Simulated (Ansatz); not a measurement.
C4H6, SMILES `C=C[C]C` (excited singlet; C–C–C–C torsion 53°) (charge 0, multiplicity 1). This singlet is an excited state, 0.39 eV above the relaxed triplet at the level B3LYP/cc-pVTZ // B3LYP-D3(BJ)/def2-TZVP (Ansatz, a first-principles code).

Computed with frozen-core CCSD(T)/cc-pVTZ // B3LYP-D3(BJ)/def2-TZVP run with Ansatz.

Ansatz 0.2 input:
```yaml
crystal:
  periodic: [false, false, false]
  atoms:
    - { symbol: C, position_ang: [-1.488753, 0.252678, -0.39091] }
    - { symbol: C, position_ang: [-0.727755, 0.467703, 0.712696] }
    - { symbol: C, position_ang: [0.415379, -0.322872, 0.947572] }
    - { symbol: C, position_ang: [1.413814, -0.426873, -0.118592] }
    - { symbol: H, position_ang: [-2.52834, 0.55356, -0.424254] }
    - { symbol: H, position_ang: [-1.135112, -0.364314, -1.206572] }
    - { symbol: H, position_ang: [-1.147904, 1.03473, 1.54] }
    - { symbol: H, position_ang: [1.925625, -1.389828, -0.143911] }
    - { symbol: H, position_ang: [1.096719, -0.106133, -1.124526] }
    - { symbol: H, position_ang: [2.176328, 0.30135, 0.208496] }
basis:
  gaussian: { orbitals: cc-pVTZ }
correlation:
  method: ccsd_t
```

Output:

```
Functional definition: HF
1152 factors; integrals over basis functions are off by at most 1.4e-3 eV
mean field evaluation 1: about -4211.3772 eV, gradient 3.0e1 eV
mean field evaluation 2: about -4211.3794 eV, gradient 3.0e1 eV
mean field evaluation 4: about -4214.2596 eV, gradient 3.5e0 eV
mean field evaluation 8: about -4214.3344 eV, gradient 2.0e-1 eV
mean field evaluation 16: about -4213.9065 eV, gradient 1.1e1 eV
mean field -4214.33555130 eV, -154.8739749312 hartree, gradient 1.8e-6 eV, S^2 0.000000; 0 other end points of the search recorded, 0 dependent functions left out; unrestricted orbitals would lower it
4 core orbitals not correlated
reference -4214.33555130 eV, -154.8739749312 hartree; 11, 11 occupied and 189, 189 virtual orbitals, 1152 factors
second order -17.34708147 eV of doubles, -0.00000000 eV of singles
cycle   1  -17.88900043 eV  change   -5.4e-1 eV  update   1.0e-1
cycle   2  -18.38052785 eV  change   -4.9e-1 eV  update   3.6e-2
cycle   3  -18.51384515 eV  change   -1.3e-1 eV  update   2.4e-2
cycle   4  -18.51020547 eV  change    3.6e-3 eV  update   1.1e-2
cycle   5  -18.51276996 eV  change   -2.6e-3 eV  update   7.2e-3
cycle   6  -18.51751427 eV  change   -4.7e-3 eV  update   3.6e-3
cycle   7  -18.51755280 eV  change   -3.9e-5 eV  update   2.2e-3
cycle   8  -18.51829812 eV  change   -7.5e-4 eV  update   1.4e-3
cycle   9  -18.51855474 eV  change   -2.6e-4 eV  update   8.4e-4
cycle  10  -18.51798144 eV  change    5.7e-4 eV  update   4.3e-4
cycle  11  -18.51827302 eV  change   -2.9e-4 eV  update   2.5e-4
cycle  12  -18.51832438 eV  change   -5.1e-5 eV  update   1.1e-4
cycle  13  -18.51835748 eV  change   -3.3e-5 eV  update   4.9e-5
cycle  14  -18.51834089 eV  change    1.7e-5 eV  update   1.7e-5
cycle  15  -18.51832581 eV  change    1.5e-5 eV  update   8.8e-6
perturbative correction -0.88427466 eV, -0.0324964945 hartree
Total energy: -4233.73815178 eV, -155.5870073471 hartree
```
